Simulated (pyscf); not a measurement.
Single points on ωB97X-D3(BJ)/def2-SVP structures (PySCF, gas phase).

Question: PBE/def2-TZVP puts the barrier of HO–AlH₂ (SMILES [OH][AlH2]) + HCl (SMILES Cl) -> HO–AlH–Cl (SMILES [OH][AlH][Cl]) + H₂ (SMILES [H][H]) (four-centre exchange; singlet surface; Al–H, Cl–H broken, Al–Cl, H–H formed) at -0.23 eV and the reaction energy at -1.54 eV, from the separated reactants. What do r²SCAN/def2-TZVP, M06-2X/def2-TZVP, ωB97M-D3(BJ)/def2-TZVP give on the same structures?

Answer: r²SCAN: ΔE‡ = -0.25 eV, ΔE = -1.66 eV; M06-2X: ΔE‡ = -0.07 eV, ΔE = -1.71 eV; ωB97M-D3(BJ): ΔE‡ = -0.01 eV, ΔE = -1.56 eV. PBE's barrier lies among them. Its reaction energy lies over all of them, by 0.02 to 0.17 eV. On the reactant side the descent ends in an adduct with a Al–Cl contact, 0.32 eV under the separated species and 0.21 eV under the saddle at ωB97X-D3(BJ)/def2-TZVP. At PBE, r²SCAN, M06-2X, ωB97M-D3(BJ) the saddle lies under the separated reactants, which points to a path from their complex (located at ωB97X-D3(BJ) alone). What is counted as formed (Al–Cl) is already present as a longer contact in the reactant adduct; forming that adduct is a step of its own. At ωB97X-D3(BJ)/def2-TZVP the barrier from the zero used here is -0.11 eV. This is the saddle that the search found; another between the same sides may lie lower.
